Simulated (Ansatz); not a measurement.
Isolated molecules relaxed with PBE0-D4/def2-TZVP in Ansatz; ΔE leaves out vibrations. CCSD(T)/CBS adds triple-zeta CCSD(T) − MP2 to the extrapolated MP2 energy (def2 sets, frozen cores). This one scheme is used for every species. Functionals use def2-TZVPP. B3LYP here is the variant with VWN-RPA as its local correlation; programs differ in this. Each species was taken in one conformer, which may not be the lowest.

`CC(O)(O)F` + CH₃OH → `COC(C)(O)F` + H₂O  (substitution at a C–O bond)

Task: Is it downhill or uphill in electronic energy at CCSD(T)/CBS, and by how much? (Estimate.)

Result: The calculation gave: Downhill: ΔE = -0.08 eV.

Task: What do these levels give: PBE0-D4, B3LYP-D4, PBE, B3LYP, HF/def2-TZVPP, MP2/def2-TZVPP, SCS-MP2/def2-TZVPP, CCSD/def2-TZVPP, CCSD(T)/def2-TZVPP, HF/def2-QZVPP, SCS-MP2/def2-QZVPP, CCSD/CBS(def2)? (An estimate is asked.)

Result: The calculation gave: PBE0-D4 -0.02, B3LYP-D4 -0.03, PBE 0.03, B3LYP 0.04, HF/def2-TZVPP 0.05, MP2/def2-TZVPP -0.09, SCS-MP2/def2-TZVPP -0.06, CCSD/def2-TZVPP -0.05, CCSD(T)/def2-TZVPP -0.07, HF/def2-QZVPP 0.05, SCS-MP2/def2-QZVPP -0.06, CCSD/CBS(def2) -0.06 eV.

Largest T1 diagnostic among the species: 0.011.

In def2-TZVPP, CCSD(T) changes the Hartree–Fock value by −0.12 eV (the triples alone add −0.02 eV) and MP2 by −0.14 eV. The D4 term adds −0.07 eV with B3LYP and −0.04 eV with PBE0; it sums over pairs of atoms, weighted by their polarisabilities, and B3LYP, whose exchange is more repulsive, gets the larger term.
